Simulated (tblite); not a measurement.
Species: C4H8NP.
SMILES with atom numbers: `[CH3:1][N:2]([CH3:3])[P:4]1[CH:5]=[CH:6]1` (hydrogens: H7, H8, H9 on C1; H10, H11, H12 on C3; H13 on C5; H14 on C6)

Computed with GFN2-xTB (tblite), gas phase: L-BFGS steps from a force-field or distance-geometry start until the largest atomic force falls under 0.01 eV/Å.

Geometry at step 8:
```
atom  x, y, z in Å
C1     -0.9258    1.3932    0.0898
N2     -0.3595    0.0715   -0.0820
C3     -1.3845   -0.9492   -0.1400
P4      0.9734   -0.2978    0.9979
C5      2.3588    0.2133   -0.0821
C6      2.1142   -1.0625   -0.2114
H7     -0.1180    2.1217    0.0431
H8     -1.4603    1.5137    1.0403
H9     -1.6267    1.5827   -0.7267
H10    -2.0735   -0.7076   -0.9522
H11    -0.9046   -1.9044   -0.3505
H12    -1.9583   -1.0376    0.7916
H13     2.9709    1.0184   -0.4226
H14     2.3932   -1.9558   -0.7239
```

**Question.** Give the atomic forces at this geometry.

**Answer.** 
```csv
atom,Fx (eV/Å),Fy (eV/Å),Fz (eV/Å)
C1,-0.001,0.027,0.024
N2,0.031,0.002,0.003
C3,0.005,-0.062,0.035
P4,-0.015,0.013,0.038
C5,0.033,0.180,-0.052
C6,-0.069,-0.170,-0.086
H7,-0.007,0.062,0.015
H8,-0.038,0.029,-0.014
H9,0.048,0.034,0.018
H10,0.016,-0.053,0.011
H11,-0.044,-0.042,0.002
H12,-0.050,-0.004,-0.040
H13,0.041,0.007,0.027
H14,0.048,-0.022,0.019
```

The largest, 0.20 eV/Å, acts on C6; the rms over all components is 0.052 eV/Å. The forces sum to zero within rounding, as they must for an isolated molecule in no field.

**Question.** Give the force on C6 in Eh/bohr and in nN.

**Answer.** 0.203 eV/Å ÷ 51.422 = 0.00394 Eh/bohr, and 0.203 eV/Å × 1.602 = 0.32 nN.

**Question.** How far is this geometry from the end of the optimisation?

**Answer.** 0.017 eV above it, and 0.114 Å rms away after alignment. The bonds farthest from their final lengths, with half the difference of the two atoms' forces along the bond (positive lengthens):

```json
{"bond": "N2–P4", "now (Å)": "1.755", "final (Å)": "1.748", "force along bond (eV/Å)": "-0.01"}
{"bond": "P4–C6", "now (Å)": "1.830", "final (Å)": "1.834", "force along bond (eV/Å)": "+0.06"}
{"bond": "P4–C5", "now (Å)": "1.829", "final (Å)": "1.833", "force along bond (eV/Å)": "+0.07"}
{"bond": "C5=C6", "now (Å)": "1.305", "final (Å)": "1.308", "force along bond (eV/Å)": "+0.18"}
```

The angle farthest from its final value is C3–N2–P4, 114.5° against 115.9°.
